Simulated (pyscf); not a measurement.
O=Ta(OH)(OH)–Cl (SMILES [O]=[Ta]([OH])([OH])[Cl]) → O=Ta(=O)–Cl (SMILES [O]=[Ta](=[O])[Cl]) + H₂O (SMILES O), an elimination (singlet surface; H–O, O–Ta broken, H–O formed). Structures and frequencies: ωB97X-D3(BJ)/def2-SVP in PySCF. Energies in eV from the reactant's lowest minimum found.

Small-basis levels: PySCF, no dispersion term, spherical d functions. Cost: rough CPU time at the saddle relative to B3LYP/6-31G*+LANL2DZ, from one job on a shared machine.

```json
[
 {"level": "HF/6-31G*+LANL2DZ", "barrier": "3.03", "reaction energy": "+4.07", "cost": "0.1"},
 {"level": "SVWN5/6-31G*+LANL2DZ", "barrier": "2.03", "reaction energy": "+4.06", "cost": "1"},
 {"level": "BP86/6-31G*+LANL2DZ", "barrier": "2.15", "reaction energy": "+3.52", "cost": "2"},
 {"level": "PBE/6-31G*+LANL2DZ", "barrier": "2.13", "reaction energy": "+3.55", "cost": "2"},
 {"level": "B3LYP/6-31G*+LANL2DZ", "barrier": "2.37", "reaction energy": "+3.67", "cost": "1"},
 {"level": "M06-2X/6-31G*+LANL2DZ", "barrier": "2.42", "reaction energy": "+3.88", "cost": "2"},
 {"level": "PBE/def2-SVP", "barrier": "2.10", "reaction energy": "+3.67", "cost": "2"},
 {"level": "ωB97M-D3(BJ)/def2-TZVP", "barrier": "2.43", "reaction energy": "+3.76", "cost": "–"}
]
```

Against the last row the barrier runs from -0.40 (SVWN5/6-31G*+LANL2DZ) to +0.60 eV (HF/6-31G*+LANL2DZ). ωB97M-D3(BJ)/def2-TZVP has limits of its own. On the product side the descent ends in an adduct with a O–Ta contact, 1.99 eV under the separated species and 0.55 eV under the saddle at ωB97X-D3(BJ)/def2-TZVP. At ωB97M-D3(BJ) the saddle lies under the separated products, which points to a path from their complex (located at ωB97X-D3(BJ) alone), and parting the products costs more than the saddle. What is counted as broken (O–Ta) persists as a longer contact in the product adduct; parting that adduct is a step of its own. At the saddle there is also a short H–Ta contact that neither side keeps. One saddle was located; it need not be the lowest between these sides. In the def2 sets elements past Kr carry core potentials, without spin-orbit coupling.
